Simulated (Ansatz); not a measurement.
A calculation with Ansatz (development build ahead of 0.2.0).

```yaml
crystal:
  periodic: [false, false, false]
  atoms:
    - { symbol: H, position_ang: [-1.27351, -0.73096, 0.51877] }
    - { symbol: "N", position_ang: [-0.40234, -0.92069, 0.97161] }
    - { symbol: Si, position_ang: [2.90591, -1.64119, 2.69131] }
basis:
  gaussian: { orbitals: STO-3G }
hamiltonian:
  xc: hf
correlation:
  method: fci
  frozen_orbitals: { H: 0, "N": 1, Si: 5 }
```

The input is written out in the form of the current development build from the run's settings.

Output:

```yaml
Converged: yes
Reference_energy: -339.51513 hartree
Correlation_energy: -0.24386 hartree
Total_energy: -339.75899 hartree
State: lowest singlet root, of any spatial symmetry
```
